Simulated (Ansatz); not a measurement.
# NHO (singlet): relaxing a cheap start

Aim: relax a generated start of NHO (singlet) and see which bonds hold.

Program: Ansatz 0.2.0, Gaussian basis. Level of theory: RKS PBE0/def2-TZVP. These are calculated values, not measurements.

## 1. The starting structure

3 atoms, charge 0, spin multiplicity 1.

Atoms are counted from 1 here; the program's logs count them from 0.

Bond lengths: N1–O2 1.201 Å, N1–H3 1.062 Å. Angles: O2–N1–H3 112.4°.

Geometry (Å):

```xyz
3
charge 0, multiplicity 1
N    -0.5970   -0.1116   -0.0021
O     0.5936    0.0468    0.0018
H    -1.1269    0.8085   -0.0004
```

The start was built by rule and, where that kept it together, relaxed with GFN2-xTB. Sticks and bond lists go by distance. 

## 2. Relaxation

in.yaml

```yaml
crystal:
  periodic: [false, false, false]
  atoms:
    - {symbol: N, position_ang: [-0.596956, -0.111608, -0.002082]}
    - {symbol: O, position_ang: [0.593597, 0.046771, 0.001845]}
    - {symbol: H, position_ang: [-1.126867, 0.808536, -0.000360]}
basis:
  gaussian: {orbitals: def2-TZVP}
hamiltonian: {xc: pbe0}
relax: {f_tol: 0.004, max_steps: 80}
```

On the command line:

```console
> ansatz run in.yaml --threads 1 --pin off --events-out ev --progress --plain --max-ram 1740MiB
```

What does the calculation give? Wanted: energy gained; shift from the start; total energy; dipole moment.

As calculated:

| quantity | value |
| --- | --- |
| steps | 5 |
| energy gained | 0.025 eV |
| shift from the start (rms) | 0.023 Å |
| total energy | -3547.9749 eV |
| dipole moment | 1.67 D |

The bonds of the start are those of the end. N1–O2 went from 1.201 to 1.190 Å. No vibrations were run, so this is a stationary point, not a proven minimum, and this spin need not be the ground state's.
